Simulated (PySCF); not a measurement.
Gas-phase reaction: 3 AlH(CH3)2 = 3 AlH3 + C3H4 (allene) + C3H8

Energies from PySCF, thermal terms from the rigid-rotor harmonic-oscillator model, ideal gas at 1 bar. † marks an energy on the PBE0/def2-TZVP geometry and frequencies; other levels use their own. 6-31G* has spherical d functions here. All species are closed-shell singlets. Methyl groups turn as free rotors in AlH(CH3)2. AlH(CH3)2, AlH3: computed as isolated molecules; such fragments, hydroxides, amides, oligomers or adducts are transient or little studied in the gas. The harmonic model lacks anharmonicity and excited electronic states, which grow with temperature; levels with a mode under 35 cm⁻¹ are left out. Internal rotation in C3H8 is treated as a harmonic vibration of one conformer, which makes the entropy rough.

```
level               ΔE electronic, kJ  ΔH°(298 K), kJ  ΔS°(298 K), J/K  ΔG°(600 K), kJ
------------------  -----------------  --------------  ---------------  --------------
BLYP/def2-TZVP†                   435             398              200             279
HF/6-31G*                         404             365              203             244
PBE0/def2-SVP†                    504             467              200             348
r2SCAN/def2-TZVP†                 519             482              200             362
LDA/def2-TZVP†                    554             517              200             397
ωB97M-V/def2-TZVP†                504             466              200             347
ωB97X-V/def2-TZVP†                498             461              200             342
```
ΔH° is lowest at HF/6-31G* and highest at LDA/def2-TZVP†. No reference value is set beside these.
